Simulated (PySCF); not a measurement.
Molecule: SMILES C=P(C)(C)C, C$_{4}$H$_{11}$P.

Cartesian coordinates in Å; atom numbers follow the order of the lines, from 1:
```xyz
16

C     0.2967    1.4800    1.2248
P     0.0483    0.2078    0.1669
C     1.3614   -0.4207   -0.9836
C    -1.3028    0.5832   -0.9937
C    -0.4032   -1.3091    1.0656
H     0.8986    1.2859    2.1171
H     0.3465    2.4871    0.8022
H     1.0244   -1.2633   -1.6096
H     2.2288   -0.7364   -0.3847
H     1.6824    0.4079   -1.6329
H    -1.0379    1.4938   -1.5520
H    -2.2187    0.7809   -0.4211
H    -1.4647   -0.2372   -1.7073
H    -0.6016   -2.1419    0.3754
H     0.4306   -1.5863    1.7276
H    -1.2874   -1.1048    1.6839
```

Geometry PBE0-D3(BJ)/def2-SVP throughout; GIAO in PySCF 2.14, gas phase, one conformer, non-relativistic; equivalent atoms averaged; basis pcSseg-1.

(1) How do the absolute shieldings σ depend on the functional? (ppm; last column core-seconds on 1 thread of an Arm Neoverse V1, shared host; the GGAs took longer than the global hybrids here, which isn't the general rule, and the cause wasn't traced)

(2) Which nucleus moves most, in ppm?

Results:

(1) 
```tsv
functional	kind	C3/C4/C5	C1	P2	H8/H9/H10/H11/H12/H13/H14/H15/H16	H6/H7	core-s
HF	Hartree–Fock	172.3	205.3	377.6	30.60	32.38	6
LDA	LDA	157.4	186.1	321.1	29.54	31.12	17
PBE	GGA	158.4	188.0	333.9	29.95	31.59	21
BLYP	GGA	153.6	184.1	314.6	30.12	31.80	20
BP86	GGA	158.0	187.1	331.1	30.02	31.63	20
OPBE	GGA	165.2	193.9	363.5	30.00	31.66	21
KT2	GGA	162.2	190.5	366.3	29.94	31.49	20
KT3	GGA	162.4	191.4	366.0	30.11	31.74	21
B97-D	GGA	158.0	188.1	336.4	30.16	31.83	20
B3LYP	global hybrid	157.9	188.7	326.9	30.19	31.87	12
PBE0	global hybrid	163.4	193.4	347.9	30.08	31.72	12
mPW1PW91	global hybrid	162.6	192.7	345.2	30.13	31.78	12
```

(2) P2 (phosphorus bonded to 4 C): from 314.6 ppm with BLYP to 377.6 ppm with HF. The smallest spread is 1.05 ppm, at H8/H9/H10/H11/H12/H13/H14/H15/H16. Proton shifts span only some 12 ppm, so a few tenths of a ppm matter as much there as several ppm in carbon.
